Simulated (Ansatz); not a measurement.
Antifluorite Mg2Sn was calculated with BLYP (plane waves, PAW; Ansatz, a program for electronic structure).

Settings: plane-wave cutoff 520 eV, 20×20×20 k mesh, Fermi–Dirac smearing 0.05 eV, scalar-relativistic PAW data made under PBE.

Computed at the level's own relaxed cell.

```yaml
crystal:
  lattice:
    - [0.00000, 3.44184, 3.44184]
    - [3.44184, 0.00000, 3.44184]
    - [3.44184, 3.44184, 0.00000]
  atoms:
    - { symbol: Mg, position: [0.25000, 0.25000, 0.25000] }
    - { symbol: Mg, position: [0.75000, 0.75000, 0.75000] }
    - { symbol: Sn, position: [0.00000, 0.00000, 0.00000] }
```

Q: Give the elastic tensor (Voigt notation, GPa, ions relaxed, in the Cartesian axes of the cell as printed).

A: 
```
   65.3    21.2    21.2     0.0     0.0     0.0
   21.2    65.3    21.2     0.0     0.0     0.0
   21.2    21.2    65.3     0.0     0.0     0.0
    0.0     0.0     0.0    29.8     0.0     0.0
    0.0     0.0     0.0     0.0    29.8     0.0
    0.0     0.0     0.0     0.0     0.0    29.8
```

Note: the solid has no gap at this level, which affects its response.

Static lattice: no zero-point or thermal effects.
